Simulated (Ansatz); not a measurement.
# Relaxing titanium (hcp)

Method: Ansatz, DFT, r2SCAN, plane waves (500 eV) with PAW, scalar-relativistic. (PAW data from PBE, frozen cores regenerated.)

k-point mesh 12×12×7, Fermi-Dirac smearing 0.05 eV, starting moments 1.00 ×2 μB. Cell and atoms relax.

Starting structure:

```yaml
crystal:
  lattice:
    - [2.95000, 0.00000, 0.00000]
    - [-1.47500, 2.55477, 0.00000]
    - [0.00000, 0.00000, 4.68600]
  atoms:
    - { symbol: Ti, position: [0.33333, 0.66667, 0.25000] }
    - { symbol: Ti, position: [0.66667, 0.33333, 0.75000] }
```

Task: What cell does the relaxation end in?

Result: P6_3/mmc with a = 2.935 Å, c = 4.639 Å (c/a = 1.580); 17.31 Å³ per atom against 17.66 at the start (-2.0 %).

Task: How much energy does the relaxation gain?

Result: 2.6 meV per atom.

Task: Which magnetic state does it end in?

Result: non-magnetic.
